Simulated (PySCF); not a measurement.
# Cost against result

Saddle point of BH$_{3}$O, singlet (BH₃O ([BH2][OH]) → BHO ([BH][O]) + H₂; bonds formed: H2–H4; bonds broken: B1–H2, O3–H4), PBE0-D4/def2-TZVP structure:

```xyz
5
angstrom
B 0.0382 0.2082 -0.3198
H 0.1976 0.1148 1.0953
O -0.4587 -0.9160 -0.6858
H -0.1828 -0.6799 0.6269
H 0.4056 1.2728 -0.7167
```

Barriers are electronic and count from the start structure reached by relaxing down the imaginary mode.

Program: PySCF 2.14 with density fitting (its default auxiliary sets; JK sets also for MP2 and CCSD(T)). Basis: as named in each row. Cores are frozen in the correlated methods. B3LYP uses VWN-RPA correlation. Extrapolation: Hartree–Fock as exp(−7.88 √X), correlation as X^−2.97.

Times are rough, for one single point on 4 threads of a shared host (Arm Neoverse V2).

The estimate by CCSD(T) at an estimated basis limit (MP2 extrapolated from triple and quadruple zeta, plus CCSD(T) − MP2 in triple zeta) is 254.3 kJ/mol.

```csv
method,basis,time (s),barrier (kJ/mol),method less estimate
HF,STO-3G,under 1,544.4,290.1
MP2,def2-QZVPP,1,246.0,-8.3
B3LYP-D4,6-31G,1,291.0,36.7
PBE0-D4,def2-SVP,1,243.2,-11.2
PBE-D4,def2-SVP,2,216.3,-38.0
CCSD(T),def2-SVP,2,259.5,5.2
SPW92,def2-TZVPP,2,210.4,-44.0
BHLYP-D4,def2-TZVPP,2,277.6,23.3
PBE0-D4,def2-TZVPP,2,244.2,-10.1
B3LYP-D4,def2-TZVPP,2,248.9,-5.5
PBE-D4,def2-TZVPP,3,219.3,-35.0
r2SCAN-D4,def2-TZVPP,5,235.0,-19.3
CCSD(T),def2-TZVPP,14,257.0,2.7
wB97M-V,def2-TZVPP,36,253.3,-1.0
```

All methods are single points on the PBE0-D4 structures.

No T1 diagnostic of these runs exceeds 0.021.

Labels in which every atom is bracketed show which atoms are joined, not bond orders.
